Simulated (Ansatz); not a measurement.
# FMg: the cost of one run

Computed with Ansatz 0.2.0 (the levels named in each step, unless a step's input says otherwise).

## Step 1: The structure to begin with

Bond lengths: F1–Mg2 1.731 Å.

As a file:

```xyz
2

F     0.0000    0.0000    0.0000
Mg    0.0000    0.0000    1.7312
```

## Step 2: A rough first relaxation, PBE-D4/def2-SVP

This run stands in another session on the same molecule. It ended at:

```xyz
2

F     0.0000    0.0000   -0.0268
Mg    0.0000    0.0000    1.7580
```

## Step 3: Relaxation, PBE0-D4/def2-TZVPP

This run stands in another session on the same molecule. It ended at:

```xyz
2

F     0.0000    0.0000   -0.0163
Mg    0.0000    0.0000    1.7475
```

## Step 4: Relaxation, CCSD(T)/cc-pV(T+d)Z

input.yaml reads:

```yaml
crystal:
  periodic: [false, false, false]
  atoms:
    - { symbol: F, position_ang: [0.0, 0.0, -0.01629969] }
    - { symbol: Mg, position_ang: [0.0, 0.0, 1.74752969] }
magnetization:
  spin_polarized: true
  initial_magnetization: 1
basis:
  gaussian: { orbitals: "cc-pV(T+d)Z.json" }
correlation:
  method: ccsd_t
scf:
  omitted_lower_state_checks: [cluster_reference]
relax:
  f_tol: 0.002
  max_steps: 40
```

On the command line:

```sh
$ ansatz run input.yaml --threads 4 --pin off --max-ram 10240MiB --backend cpu --events-out ev --progress --plain --runs-dir out
```

Q: Estimate wall time and peak memory on 4 threads of Arm Neoverse V2, shared host.

About 31 s, with a peak of 0.46 GiB.
